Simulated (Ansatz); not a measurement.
2H MoS2

Calculation: r²SCAN in Ansatz (plane waves, PAW).

Run with plane-wave cutoff 600 eV, 12×12×4 k mesh (along the axes of the cell as run), finite displacements, no spin polarisation, scalar-relativistic PAW data made under PBE.

Cell: measured lattice: a = 3.1600 Å, b = 3.1600 Å, c = 12.2940 Å, α = 90.00°, β = 90.00°, γ = 120.00°.

| Property | Result |
|---|---|
| high-frequency dielectric constant (mean over three axes) | 11.9 |
| dielectric constant ε0 (ions relaxed) (mean over three axes) | 12.0 |

Measured, for comparison: high-frequency dielectric constant 12.2 (temperature not stated, no zero-point or thermal correction, mean of the two values across and the one along c; as tabulated in Pike et al. (2018), arXiv:1804.02196); static dielectric constant 12.7 (temperature not stated, no zero-point or thermal correction, polycrystalline average of the tensor's eigenvalues; as tabulated in Petousis et al. (2017), doi:10.1038/sdata.2016.134). Computed (rounded) less measured: high-frequency dielectric constant -2 %, static dielectric constant -6 %.

Note: the cell isn't this level's own, so it is under some stress, which shifts stiffness and frequencies.

Ansatz is a quantum-chemistry and plane-wave program.
